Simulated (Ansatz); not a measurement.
C3H5F3, SMILES `CCC(F)(F)F`, relaxed with RKS PBE-D4/def2-SVP in Ansatz 0.2.0 from a rough embedded geometry. The force threshold is 0.03 eV/Å; the program also tests the step.

Total charge 0; spin multiplicity 1.

Start:

```xyz
11

C    -0.730   -1.101    0.185
C     0.496   -0.290   -0.253
C     0.348    1.209   -0.043
F    -0.600    1.714   -0.680
F     1.504    1.838   -0.396
F     0.145    1.488    1.293
H    -0.954   -0.912    1.240
H    -0.590   -2.108   -0.004
H    -1.645   -0.696   -0.381
H     1.340   -0.672    0.339
H     0.685   -0.470   -1.300
```

(1) How much energy does the relaxation release, and in how many steps? (An estimate is asked.)

(2) Which bonds change most? (Estimate.)

(3) Give the relaxed structure. (An estimate is asked.)

## Answers

(1) The calculation gave: 0.43 eV, in 3 steps.

(2) The calculation gave: C3–F4 from 1.248 to 1.358 Å; C1–H8 from 1.034 to 1.107 Å; C1–H9 from 1.150 to 1.108 Å; C2–H11 from 1.079 to 1.109 Å.

(3) The calculation gave: 
```xyz
11

C    -0.758   -1.066    0.182
C     0.495   -0.301   -0.238
C     0.379    1.193   -0.013
F    -0.649    1.729   -0.719
F     1.509    1.837   -0.391
F     0.164    1.488    1.295
H    -0.967   -0.921    1.260
H    -0.633   -2.150   -0.002
H    -1.643   -0.719   -0.387
H     1.387   -0.643    0.326
H     0.715   -0.446   -1.315
```
